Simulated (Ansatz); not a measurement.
Mulliken charges of `B1BO1` from B3LYP/def2-TZVPP in Ansatz (PBE0-D4/def2-TZVP geometry).

| atom | x (Å) | y (Å) | z (Å) | charge (e) |
| --- | --- | --- | --- | --- |
| B1 | -0.698 | -0.164 | -0.364 | 0.005 |
| B2 | 0.634 | 0.463 | 0.171 | 0.005 |
| O3 | 0.218 | -0.828 | 0.428 | -0.190 |
| H4 | -1.722 | -0.559 | -0.808 | 0.090 |
| H5 | 1.618 | 1.015 | 0.532 | 0.090 |

Question: By hand: the dipole of these point charges (1 e Å = 4.8032 D).

Answer: Σ q r = (-0.051, 0.200, -0.107) e Å, of length 0.232 e Å = 1.11 D.

Question: How does the dipole of the full density compare? (Estimate.)

Answer: Computed: (-0.018, 0.071, -0.038) e Å, 0.40 D; the point charges give 2.77 times that, at 0° from its direction.

Point charges leave out the atoms' own dipoles, such as those of lone pairs, and Mulliken's split depends on the basis, so the two needn't agree.

B3LYP here is the variant with VWN-RPA as its local correlation; programs differ in this.
